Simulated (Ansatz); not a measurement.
**SiHF (SMILES F[SiH]): BLYP/def2-TZVPPD**

Aim: the vertical ionisation energy of SiHF at BLYP/def2-TZVPPD, from 2 runs. 

The results are computed with Ansatz 0.2.0.

58 further runs of the same task are left out: 58 set aside as unsound or not needed.

**1. The system as given**

SiHF: 3 atoms, total charge 0, spin state singlet. As SMILES, `F[SiH]`. The coordinates come from a PBE0-D4/def2-TZVP relaxation.

Bond lengths: F1–Si2 1.612 Å, Si2–H3 1.541 Å. Angles: F1–Si2–H3 96.3°.

**2. The energy at BLYP/def2-TZVPPD**

job.yaml reads:

```yaml
crystal:
  periodic: [false, false, false]
  atoms:
    - {symbol: F, position_ang: [-1.090200, 0.024400, -0.602300]}
    - {symbol: Si, position_ang: [0.186800, 0.629400, 0.173800]}
    - {symbol: H, position_ang: [0.892400, -0.718600, 0.415300]}
basis:
  gaussian:
    orbitals: def2-TZVPPD.json
output: {orbitals: {seedname: orbitals}}
accuracy: high
hamiltonian:
  xc: {name: BLYP}
```

The basis set def2-TZVPPD is read from a file made from the Basis Set Exchange's data (not shown).

The run is started by

```bash
$ ansatz run job.yaml --threads 1 --pin off --max-ram 3480MiB --events-out events.jsonl --progress --plain --runs-dir runs
```

Log:

```text
Warning: RAYON_NUM_THREADS=1 ignored (pool sized by the plan → 1); use --threads N
Functional definition: BLYP
  name "BLYP"
  parameter beta = 0.0042
  parameter a = 0.04918
  parameter b = 0.132
  parameter c = 0.2533
  parameter d = 0.349
  exchange = b88_x(beta = beta)
  correlation = lyp_c(a = a, b = b, c = c, d = d)
1560 factors; integrals over basis functions are off by at most 3.9e-9 eV
mean field evaluation 1: about -10609.6809 eV, gradient 3.9e1 eV
mean field evaluation 2: about -10591.6365 eV, gradient 1.1e2 eV
mean field evaluation 4: about -10612.0358 eV, gradient 3.4e0 eV
mean field evaluation 8: about -10612.0680 eV, gradient 2.5e-1 eV
mean field evaluation 16: about -10612.0681 eV, gradient 6.0e-6 eV
mean field -10612.06808945 eV, -389.9863091691 hartree, gradient 1.4e-8 eV, S^2 0.000000; 0 other end points of the search recorded, 0 dependent functions left out
reference -10612.06813098 eV, -389.9863106954 hartree; 12, 12 occupied and 93, 93 virtual orbitals, 1560 factors
Total energy: -10612.06813098 eV, -389.9863106954 hartree
```

It took 4.2 s on 1 thread of Arm Neoverse V1, shared host; peak memory 0.2 GiB.

**3. The doublet cation at the same level**

job.yaml reads:

```yaml
crystal:
  periodic: [false, false, false]
  atoms:
    - symbol: F
      position_ang: [-1.090200, 0.024400, -0.602300]
    - symbol: Si
      position_ang: [0.186800, 0.629400, 0.173800]
    - symbol: H
      position_ang: [0.892400, -0.718600, 0.415300]
basis:
  gaussian: {orbitals: def2-TZVPPD.json}
total_charge: 1
magnetization: {spin_polarized: true, initial_magnetization: 1}
hamiltonian: {xc: {name: BLYP}}
accuracy: high
output: {orbitals: {seedname: orbitals}}
```

The basis set def2-TZVPPD is read from a file made from the Basis Set Exchange's data (not shown).

The run is started by

```bash
$ ansatz run job.yaml --threads 1 --pin off --max-ram 3480MiB --events-out events.jsonl --progress --plain --runs-dir runs
```

Log, cut to the lines that bear on the results:

```text
Warning: RAYON_NUM_THREADS=1 ignored (pool sized by the plan → 1); use --threads N
[... 9 set-up lines as earlier in the session ...]
1560 factors; integrals over basis functions are off by at most 3.9e-9 eV
mean field evaluation 1: about -10585.3093 eV, gradient 7.8e1 eV
mean field evaluation 2: about -10318.2325 eV, gradient 1.9e2 eV
mean field evaluation 4: about -10602.2601 eV, gradient 9.1e0 eV
mean field evaluation 8: about -10602.6474 eV, gradient 3.7e-1 eV
mean field evaluation 16: about -10602.6455 eV, gradient 1.1e-4 eV
mean field -10602.64554992 eV, -389.6400372283 hartree, gradient 9.3e-8 eV, S^2 0.755016; 0 other end points of the search recorded, 0 dependent functions left out
reference -10602.64559328 eV, -389.6400388218 hartree; 12, 11 occupied and 93, 94 virtual orbitals, 1560 factors
Total energy: -10602.64559328 eV, -389.6400388218 hartree
```

Run time: 7.2 s. Hardware: 1 thread of Arm Neoverse V1, shared host; peak memory 0.24 GiB.

**4. Outcome**

Level: BLYP/def2-TZVPPD.

| quantity | value |
| --- | --- |
| singlet SiHF: total energy | -389.98631 Eh |
| singlet SiHF: HOMO energy | -5.80 eV |
| singlet SiHF: LUMO energy | -3.45 eV |
| singlet SiHF: HOMO–LUMO gap | 2.35 eV |
| doublet cation: total energy | -389.64004 Eh |
| doublet cation: HOMO energy (highest over α and β) | -14.63 eV |
| doublet cation: LUMO energy (lowest over α and β) | -13.05 eV |
| doublet cation: ⟨S²⟩ | 0.755 |
| vertical ionisation energy (to the doublet cation) | 9.423 eV |

In words: Removing an electron at fixed nuclei costs 9.42 eV (909 kJ/mol). −ε(HOMO) before ionisation, 5.80 eV, is 3.62 eV below this ionisation energy.
